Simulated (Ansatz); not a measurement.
# One arrangement of a pair

The pair of HF (SMILES F, atoms 1–2) and SiH$_{4}$O (SMILES [SiH3]O, atoms 3–8), both closed shells, in one local arrangement (a lower one may exist), relaxed at PBE0-D4/def2-TZVP:

```json
{"atom": "F1", "x (Å)": "-0.6298", "y (Å)": "-0.1297", "z (Å)": "-2.7441"}
{"atom": "H2", "x (Å)": "-0.2152", "y (Å)": "-0.1936", "z (Å)": "-1.9042"}
{"atom": "Si3", "x (Å)": "-0.1241", "y (Å)": "0.2105", "z (Å)": "1.0578"}
{"atom": "O4", "x (Å)": "0.5180", "y (Å)": "-0.2974", "z (Å)": "-0.3934"}
{"atom": "H5", "x (Å)": "0.7123", "y (Å)": "1.2893", "z (Å)": "1.6417"}
{"atom": "H6", "x (Å)": "-1.4756", "y (Å)": "0.7060", "z (Å)": "0.7266"}
{"atom": "H7", "x (Å)": "-0.1901", "y (Å)": "-0.9226", "z (Å)": "2.0149"}
{"atom": "H8", "x (Å)": "1.4045", "y (Å)": "-0.6625", "z (Å)": "-0.3993"}
```

Program: Ansatz 0.2.0. Basis: def2-TZVPPD, with def2-QZVPPD for the basis limit. Cores are frozen in the correlated methods. B3LYP uses VWN-RPA correlation. Extrapolation: Hartree–Fock as exp(−7.88 √X), correlation as X^−2.97. Interaction energies count from these two fragments, frozen as in the pair, with the counterpoise correction; negative means bound.

Question: What is the interaction energy by CCSD(T) at an estimated basis limit (MP2 extrapolated from triple and quadruple zeta, plus CCSD(T) − MP2 in triple zeta)? (Judge from chemistry; the value comes from the calculation.)

Answer: The calculation gives: -34.6 kJ/mol. Hartree–Fock alone gives -29.4 kJ/mol at the basis limit. It counts from the two fragments frozen as in the pair.

The same quantity by other methods in triple zeta, and each one's difference from that estimate:
```tsv
method	E_int (kJ/mol)	difference
PBE-D4	-35.9	-1.3
revPBE-D4	-30.7	3.9
BLYP-D4	-33.7	0.9
r2SCAN-D4	-36.3	-1.7
B97M-V	-33.3	1.3
PBE0-D4	-37.1	-2.4
B3LYP-D4	-36.4	-1.8
HSE06-D4	-36.9	-2.3
wB97X-V	-35.2	-0.6
wB97M-V	-34.6	0.0
B2PLYP	-33.4	1.2
HF	-29.1	5.5
MP2	-32.0	2.6
CCSD	-31.4	3.2
CCSD(T)	-32.1	2.5
```
Differences are method less estimate.

Question: Which atoms make the shortest contact between the fragments?

Answer: H2 and O4, 1.68 Å apart.

Energy to bend the free fragments (PBE0-D4 minima) into their shapes in the pair, CCSD(T)/def2-TZVPPD: HF 1.1 kJ/mol; SiH$_{4}$O 0.4 kJ/mol. This must be added to the interaction energy to get the binding energy from relaxed fragments.

Basis-set superposition shift (counterpoise-corrected less uncorrected): CCSD(T) 3.1; MP2 3.0; HF 0.2; PBE0-D4 0.3; wB97M-V 0.3 kJ/mol.

The T1 diagnostic stays at or below 0.012.

For scale, one of the runs: CCSD(T)/def2-TZVPPD, 213 basis functions, launched by `ansatz run in.yaml --threads 4 --pin off --events-out ev --progress --plain --max-ram 9574MiB`. Hardware: 4 CPU threads of an Intel Xeon Platinum 8259CL, shared host. Wall time 42 s; peak host memory 3 GiB.
